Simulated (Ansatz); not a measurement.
BSiH5 (BH2(SiH3)): methods side by side

BSiH5: 7 atoms, total charge 0, spin state singlet. SMILES: `[H]B([H])[SiH3]`. The coordinates come from a GFN2-xTB relaxation.

```xyz
7

B     0.5955    1.0386    0.0060
H     1.7651    1.0769    0.0274
H     0.0392    2.0670   -0.0480
Si   -0.3777   -0.6580    0.0184
H    -1.7138   -0.6057    0.6330
H     0.3005   -1.7642    0.7131
H    -0.6090   -1.1546   -1.3498
```

Quantity: the vertical energy of the triplet above the singlet, in eV. The values are calculated.

```csv
level,kind,program,value (eV),less FCI/STO-3G,CPU time (all runs)
r2SCAN/STO-3G,meta-GGA,Ansatz,4.67,-0.42,7.2 s
PBE0/STO-3G,global hybrid,Ansatz,4.87,-0.22,3.1 s
r2SCAN0/STO-3G,hybrid meta-GGA,Ansatz,4.79,-0.30,7.3 s
wB97M-V/STO-3G,range-separated hybrid,Ansatz,5.18,+0.09,45 s
B2PLYP/STO-3G,double hybrid,Ansatz,5.10,+0.01,3.6 s
RPA@PBE/STO-3G,RPA,Ansatz,5.07,-0.02,4 s
MP2/STO-3G,perturbation theory,Ansatz,5.13,+0.04,0.17 s
CCSDT(Q)/STO-3G,coupled cluster or CI,Ansatz,5.09,0.00,1.1 s
CCSDTQ/STO-3G,coupled cluster or CI,Ansatz,5.09,0.00,28 s
FCI/STO-3G,exact in the basis,Ansatz,5.09,0.00,22 s
```

FCI/STO-3G is exact within its basis and frozen core, so for wave-function methods in that basis the difference is their error; functionals converge differently with the basis, so for them it is only a difference. The values span 4.67 to 5.18 eV. A triplet this far above the singlet is often a Rydberg-like or dissociative state; sets without diffuse functions put Rydberg states too high. All rows use very small basis sets, so none should be taken for the real molecule's value. Times are those of the runs behind each value, whatever else they computed, on shared processors of several kinds: orders of magnitude only.
